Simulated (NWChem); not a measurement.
All runs are NWChem calculations. System: H3Si, charge 1, spin multiplicity 1, at the geometry of a parent with another charge or spin, in a state set for the comparison that need not be this species' ground state. Level: B3LYP/def2-TZVP, VWN1-RPA local correlation.

Job file:

```
start mol
memory heap 200 mb stack 900 mb global 1100 mb
charge 1
geometry units angstroms nocenter noautoz
  Si    -0.000655     0.080401     0.000000
  H      1.437503    -0.363560     0.000000
  H     -0.714167    -0.381025     1.242320
  H     -0.714167    -0.381025    -1.242320
  symmetry group Cs
end
basis spherical
  * library def2-tzvp
end
dft
  xc b3lyp
  semidirect memsize 60000000 filesize 0
  iterations 100
end
task dft energy
```

Part of the output:

```
             Northwest Computational Chemistry Package (NWChem) 7.3.0
             --------------------------------------------------------

                                NWChem Input Module
                                -------------------

 Scaling coordinates for geometry "geometry" by  1.889725989
 (inverse scale =  0.529177249)

 Turning off AUTOSYM since
 SYMMETRY directive was detected!

                             Geometry "geometry" -> ""
                             -------------------------

 Output coordinates in angstroms (scale by  1.889725989 to convert to a.u.)

  No.       Tag          Charge          X              Y              Z
 ---- ---------------- ---------- -------------- -------------- --------------
    1 Si                  14.0000    -0.00065500     0.08040100     0.00000000
    2 H                    1.0000     1.43750300    -0.36356000     0.00000000
    3 H                    1.0000    -0.71416700    -0.38102500     1.24232000
    4 H                    1.0000    -0.71416700    -0.38102500    -1.24232000

 Effective nuclear repulsion energy (a.u.)      15.4055166071

            Nuclear Dipole moment (a.u.)
            ----------------------------
        X                 Y               Z
 ---------------- ---------------- ----------------
    -0.0000018897     0.0000075589     0.0000000000

      Symmetry information
      --------------------

 Group name             Cs
 Group number              2
 Group order               2
 No. of unique centers     3

      Symmetry unique atoms

     1    2    3


 Summary of "ao basis" -> "" (spherical)
 ------------------------------------------------------------------------------
       Tag                 Description            Shells   Functions and Types
 ---------------- ------------------------------  ------  ---------------------
 *                         def2-tzvp                  on all atoms

                                 NWChem DFT Module
                                 -----------------

 Summary of "ao basis" -> "ao basis" (spherical)
 ------------------------------------------------------------------------------
       Tag                 Description            Shells   Functions and Types
 ---------------- ------------------------------  ------  ---------------------
 Si                        def2-tzvp                13       37   5s5p2d1f
 H                         def2-tzvp                 4        6   3s1p

 Summary of "ao basis" -> "ao basis" (spherical)
 ------------------------------------------------------------------------------
       Tag                 Description            Shells   Functions and Types
 ---------------- ------------------------------  ------  ---------------------
 Si                        def2-tzvp                13       37   5s5p2d1f
 H                         def2-tzvp                 4        6   3s1p

      Symmetry analysis of basis
      --------------------------

        a'         36
        a"         19

            General Information
            -------------------
          SCF calculation type: DFT
          Wavefunction type:  closed shell.
          No. of atoms     :     4
          No. of electrons :    16
           Alpha electrons :     8
            Beta electrons :     8
          Charge           :     1
          Spin multiplicity:     1
          Use of symmetry is: on ; symmetry adaption is: on
          Maximum number of iterations: 100
          AO basis - number of functions:    55
[...]
 d= 0,ls=0.0,diis     1   -290.8022623035 -3.06D+02  1.70D-02  4.48D+00     0.3
 d= 0,ls=0.0,diis     2   -290.8935730215 -9.13D-02  6.99D-03  1.16D+00     0.4
 d= 0,ls=0.0,diis     3   -290.9344794900 -4.09D-02  1.14D-03  3.44D-03     0.4
 d= 0,ls=0.0,diis     4   -290.9348837289 -4.04D-04  3.04D-04  4.29D-04     0.5
 d= 0,ls=0.0,diis     5   -290.9349706043 -8.69D-05  1.93D-05  1.75D-06     0.5
 d= 0,ls=0.0,diis     6   -290.9349708915 -2.87D-07  1.35D-06  6.45D-09     0.6

         Total DFT energy =     -290.934970891476
      One electron energy =     -428.025034052585
           Coulomb energy =      143.403136101381
    Exchange-Corr. energy =      -21.718589547417
 Nuclear repulsion energy =       15.405516607145

 Numeric. integr. density =       15.999996569913

     Total iterative time =      0.5s

                  Occupations of the irreducible representations
                  ----------------------------------------------

                     irrep           alpha         beta
                     --------     --------     --------
                     a'                6.0          6.0
                     a"                2.0          2.0

                       DFT Final Molecular Orbital Analysis
                       ------------------------------------

 Vector    6  Occ=2.000000D+00  E=-8.140579D-01  Symmetry=a'
              MO Center=  8.2D-04, -1.0D-01, -3.4D-15, r^2= 1.6D+00
   Bfn.  Coefficient  Atom+Function         Bfn.  Coefficient  Atom+Function
  ----- ------------  ---------------      ----- ------------  ---------------
     4      0.665696  1 Si s                  3     -0.371615  1 Si s
     5      0.239784  1 Si s                 39      0.109451  2 H  s
    45      0.109454  3 H  s                 51      0.109454  4 H  s
     2      0.086961  1 Si s                 38      0.080432  2 H  s
    44      0.080434  3 H  s                 50      0.080434  4 H  s

 Vector    7  Occ=2.000000D+00  E=-6.277123D-01  Symmetry=a"
              MO Center= -4.6D-01, -2.1D-01, -1.9D-10, r^2= 2.0D+00
   Bfn.  Coefficient  Atom+Function         Bfn.  Coefficient  Atom+Function
  ----- ------------  ---------------      ----- ------------  ---------------
    17      0.359234  1 Si pz                45      0.228879  3 H  s
    51     -0.228879  4 H  s                 14      0.145128  1 Si pz
    44      0.145112  3 H  s                 50     -0.145112  4 H  s
     8     -0.141111  1 Si pz                46      0.089098  3 H  s
    52     -0.089098  4 H  s                 20      0.081841  1 Si pz

 Vector    8  Occ=2.000000D+00  E=-6.277087D-01  Symmetry=a'
              MO Center=  4.7D-01, -2.0D-01,  1.9D-10, r^2= 2.0D+00
   Bfn.  Coefficient  Atom+Function         Bfn.  Coefficient  Atom+Function
  ----- ------------  ---------------      ----- ------------  ---------------
    15      0.359223  1 Si px                39      0.264288  2 H  s
    38      0.167561  2 H  s                 12      0.145123  1 Si px
     6     -0.141106  1 Si px                45     -0.132142  3 H  s
    51     -0.132142  4 H  s                 40      0.102883  2 H  s
    44     -0.083780  3 H  s                 50     -0.083780  4 H  s

 Vector    9  Occ=0.000000D+00  E=-4.245151D-01  Symmetry=a'
              MO Center= -3.3D-03,  4.0D-01, -3.9D-15, r^2= 2.1D+00
   Bfn.  Coefficient  Atom+Function         Bfn.  Coefficient  Atom+Function
  ----- ------------  ---------------      ----- ------------  ---------------
    16      0.529599  1 Si py                 5      0.279510  1 Si s
    19      0.258808  1 Si py                 4      0.256228  1 Si s
    13      0.175542  1 Si py                 7     -0.173421  1 Si py
     3     -0.130952  1 Si s                 39     -0.100190  2 H  s
    45     -0.100191  3 H  s                 51     -0.100191  4 H  s

 Vector   10  Occ=0.000000D+00  E=-2.118868D-01  Symmetry=a'
              MO Center= -2.4D-01,  2.2D-01,  2.1D-15, r^2= 3.3D+00
   Bfn.  Coefficient  Atom+Function         Bfn.  Coefficient  Atom+Function
  ----- ------------  ---------------      ----- ------------  ---------------
    18      0.963812  1 Si px                40     -0.875554  2 H  s
    46      0.437849  3 H  s                 52      0.437849  4 H  s
    15      0.388341  1 Si px                28      0.187015  1 Si d  0
    39     -0.135908  2 H  s                 26      0.130139  1 Si d -2
    23      0.119984  1 Si d  0              30     -0.110086  1 Si d  2

 Vector   11  Occ=0.000000D+00  E=-2.118831D-01  Symmetry=a"
              MO Center=  2.4D-01,  2.2D-01,  6.0D-15, r^2= 3.3D+00
   Bfn.  Coefficient  Atom+Function         Bfn.  Coefficient  Atom+Function
  ----- ------------  ---------------      ----- ------------  ---------------
    20      0.963879  1 Si pz                46     -0.758320  3 H  s
    52      0.758320  4 H  s                 17      0.388349  1 Si pz
    29     -0.214862  1 Si d  1              24     -0.137755  1 Si d  1
    27      0.133664  1 Si d -1              45     -0.117705  3 H  s
    51      0.117705  4 H  s                 14      0.109313  1 Si pz

 center of mass
 --------------
 x =  -0.00055375 y =   0.06796556 z =   0.00000000

 moments of inertia (a.u.)
 ------------------
          13.132465494333          -0.073688439801           0.000000000000
          -0.073688439801          22.217435513760           0.000000000000
           0.000000000000           0.000000000000          13.131656388094

     Multipole analysis of the density
     ---------------------------------

     L   x y z        total         alpha         beta         nuclear
     -   - - -        -----         -----         ----         -------
     0   0 0 0      1.000000     -8.000000     -8.000000     17.000000

     1   1 0 0     -0.003303     -0.001650     -0.001650     -0.000002
     1   0 1 0      0.405334      0.202663      0.202663      0.000008
     1   0 0 1      0.000000      0.000000      0.000000      0.000000

     2   2 0 0     -8.266643     -9.644349     -9.644349     11.022054
     2   1 1 0     -0.013084     -0.043815     -0.043815      0.074546
     2   1 0 1      0.000000      0.000000      0.000000      0.000000
     2   0 2 0     -6.656591     -4.244339     -4.244339      1.832086
     2   0 1 1     -0.000000     -0.000000     -0.000000      0.000000
     2   0 0 2     -8.266706     -9.644787     -9.644787     11.022868

 Task  times  cpu:        0.6s     wall:        0.6s

 Total times  cpu:        0.6s     wall:        0.6s
```
